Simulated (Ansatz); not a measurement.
[BPH4]− (SMILES [BH2-]P): the energy, rung by rung

[BPH4]− has 6 atoms, charge -1, and is taken as a doublet. SMILES: `[BH2-]P`. Geometry: relaxed at GFN2-xTB.

```xyz
6

B     0.0583   -0.9045   -0.0634
P     0.5945    0.8594   -0.0697
H    -1.0748   -1.2266    0.1373
H     0.8875   -1.7334   -0.2663
H    -0.4220    1.5536   -0.8165
H    -0.0435    1.4515    1.0785
```

Quantity: the energy change with the B1–H4 bond stretched from 1.190 to 2.380 Å, in eV. The values are calculated.

| level | kind | program | value (eV) | less FCI/STO-3G | CPU time (all runs) |
| --- | --- | --- | --- | --- | --- |
| UHF/STO-3G | Hartree–Fock | Ansatz | 4.70 | +0.07 | 0.47 s |
| U-revPBE/STO-3G | GGA | Ansatz | 4.50 | -0.13 | 4.5 s |
| UBHLYP/STO-3G | global hybrid | Ansatz | 5.11 | +0.48 | 5.3 s |
| U-wB97X/STO-3G | range-separated hybrid | Ansatz | 5.14 | +0.51 | 20 s |
| UHSE06/STO-3G | range-separated hybrid | Ansatz | 4.95 | +0.32 | 6.9 s |
| UB2PLYP/STO-3G | double hybrid | Ansatz | 4.99 | +0.36 | 8.8 s |
| RPA@PBE/STO-3G | RPA | Ansatz | 4.53 | -0.10 | 7.4 s |
| UBCCD(T)/STO-3G | coupled cluster or CI | Ansatz | 4.65 | +0.02 | 1.1 s |
| UCCSDTQ/STO-3G | coupled cluster or CI | Ansatz | 4.63 | 0.00 | 1.7 min |
| FCI/STO-3G | exact in the basis | Ansatz | 4.63 | 0.00 | 12 s |

FCI/STO-3G is exact within its basis and frozen core, so for wave-function methods in that basis the difference is their error; functionals converge differently with the basis, so for them it is only a difference. Sets without diffuse functions describe the anion poorly. The first shape isn't each level's own minimum. The values span 4.50 to 5.14 eV. Spin contamination of the reference (⟨S²⟩ at least 0.1 too high) touches UHF/STO-3G, U-revPBE/STO-3G, UBHLYP/STO-3G, U-wB97X/STO-3G, UHSE06/STO-3G, UB2PLYP/STO-3G, RPA@PBE/STO-3G, UBCCD(T)/STO-3G, UCCSDTQ/STO-3G. All rows use very small basis sets, so even the best lies far from the true value. CPU times are rough (shared hosts, several kinds of processor): they show what a rung costs within a factor of a few.
